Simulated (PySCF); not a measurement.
Calculation: PBE-D3(BJ)/def2-TZVP // B3LYP-D3(BJ)/def2-SVP in PySCF. All species are isolated molecules in the gas phase. 

Reference species (SMILES): `N` (neutral, multiplicity 1).

The dipole moment comes out as 1.75 D and the HOMO is -6.07 eV.

Changed species: `O` (free base H2O; the reference has free base NH3).

Task: Give the shifts of the dipole moment and HOMO.

Result: the dipole moment increases by 0.30 D, to 2.05 D; the HOMO decreases by 0.90 eV, to -6.97 eV.
